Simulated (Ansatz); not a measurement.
Relaxation of AlH6N (8 atoms, charge 0, multiplicity 1), to a largest force component of 0.03 eV/Å in at most 50 steps.

Computed with RKS revPBE-D4/def2-SVP in Ansatz 0.2.0.

```xyz
8
Properties=species:S:1:pos:R:3
Al -0.059 0.440 -0.570
N -0.017 0.120 2.512
H -0.841 -0.047 3.102
H 0.803 0.146 3.130
H 1.387 -0.034 -1.072
H -1.387 -0.298 -1.078
H -0.181 1.721 0.342
H -0.121 1.077 2.100
```

Task: Where does it end, and by what steps?

Result: It converged. The force dipped under the threshold on the way, but the program's further checks kept it going. After 8 steps the energy has fallen by 1.064 eV; H3 moved furthest, 0.79 Å. Joined: Al1–N2 (3.10 → 2.12 Å).

```
step  energy less start (eV)  largest force component (eV/Å)  accepted
   0                  0.0000                           0.815       yes
   1                 -0.2611                           1.405       yes
   2                 -0.5643                           1.834       yes
   3                 -0.8713                           0.802       yes
   4                 -1.0160                           0.432       yes
   5                 -1.0586                           0.236       yes
   6                 -1.0624                           0.035       yes
   7                 -1.0636                           0.013       yes
   8                 -1.0640                           0.024       yes
```

```xyz
8
Properties=species:S:1:pos:R:3
Al -0.060 0.495 -0.044
N -0.044 0.296 2.064
H -0.747 -0.382 2.392
H 0.869 -0.028 2.413
H 1.363 -0.198 -0.376
H -1.397 -0.356 -0.370
H -0.153 2.106 -0.151
H -0.246 1.189 2.538
```

Run time: 13 s on 1 thread of Arm Neoverse V1, with other jobs on the host, peak memory 0.1 GiB.
